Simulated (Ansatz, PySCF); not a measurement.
# Bulk modulus B0 of zinc-blende AlP at several levels of theory

No measured value is used here.

```
level (code)           value (GPa)  cell (Å³/atom)
---------------------  -----------  --------------
LDA (Ansatz)                  90.0           20.05
BLYP (Ansatz)                 75.2           21.50
PBE (Ansatz)                  82.6           20.88
PBE-D4 (Ansatz)         (withheld)           20.26
PBE0-D3(BJ) (Ansatz)          97.7           19.89
Hartree–Fock (Ansatz)         95.0           21.23
MP2 (PySCF)               97.0 ± 3           20.14
CCSD(T) (PySCF)         (withheld)           20.40
```

Question: What belongs in the gaps?

Answer: 
- PBE-D4 (Ansatz, a quantum-chemistry and plane-wave program), value (GPa): 89.1
- CCSD(T) (PySCF), value (GPa): 92.8 ± 3

A ± on a computed value is a rough bar: the spread of its extrapolation, a floor set from checks against published values, or a statistical error. Each level is taken at its own relaxed cell. Cutoffs and k meshes differ between the levels. Ansatz's density-functional and Hartree–Fock values are scalar-relativistic unless marked +SOC, with PAW data made under PBE.
